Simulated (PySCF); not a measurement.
## Gas-phase thermal properties of NF3

Energies from PySCF (xtb for GFN2), thermal terms from the rigid-rotor harmonic-oscillator model, ideal gas at 1 bar. The comparison is the NASA 1993 polynomial table, which mixes measured and estimated data. 6-31G* has spherical d functions here. All species are closed-shell singlets. B3LYP is the form with VWN-RPA correlation. The harmonic model lacks anharmonicity and excited electronic states, which grow with temperature; levels with a mode under 35 cm⁻¹ are left out.

```
level           point group  σ  ZPE (kJ/mol)  S°298 (J/mol/K)  Cp298 (J/mol/K)  S°1000 (J/mol/K)  H1000 − H298 (kJ/mol)
--------------  -----------  -  ------------  ---------------  ---------------  ----------------  ---------------------
table                     -  -             -            260.8             53.5             344.4                   50.3
B3LYP/6-31G*            C3v  3          27.2            261.0             53.1             343.1                   49.4
GFN2-xTB                C3v  3          24.4            262.8             56.2             347.6                   50.7
HF/6-31G*               C3v  3          33.6            256.8             47.6             333.3                   46.4
PBE/def2-SVP            C3v  3          25.5            262.1             54.8             345.8                   50.2
PBE0/def2-TZVP          C3v  3          28.1            259.7             51.9             340.9                   48.9
```
σ: rotational symmetry number. Electronic degeneracy used: 1. Frequencies are unscaled.
